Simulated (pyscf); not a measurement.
Structures and frequencies: ωB97X-D3(BJ)/def2-SVP in PySCF.

Problem. PBE/def2-TZVP puts the barrier of O=Cr(=O)(F)–F + SiH₄ → O=CrH(=O)–F + F–SiH₃ (four-centre exchange; singlet surface; Cr–F, H–Si broken, Cr–H, F–Si formed) at 16.5 kcal/mol and the reaction energy at -4.1 kcal/mol, from the separated reactants. What do B3LYP-D3(BJ)/def2-TZVP, PBE0-D3(BJ)/def2-TZVP, ωB97M-D3(BJ)/def2-TZVP give on the same structures?

Solution. B3LYP-D3(BJ): ΔE‡ = 16.1 kcal/mol, ΔE = -10.6 kcal/mol; PBE0-D3(BJ): ΔE‡ = 14.9 kcal/mol, ΔE = -10.0 kcal/mol; ωB97M-D3(BJ): ΔE‡ = 16.2 kcal/mol, ΔE = -15.1 kcal/mol. PBE's barrier lies over all of them, by 0.3 to 1.6 kcal/mol. Its reaction energy lies over all of them, by 5.9 to 11.0 kcal/mol. One saddle was located; it need not be the lowest between these sides.
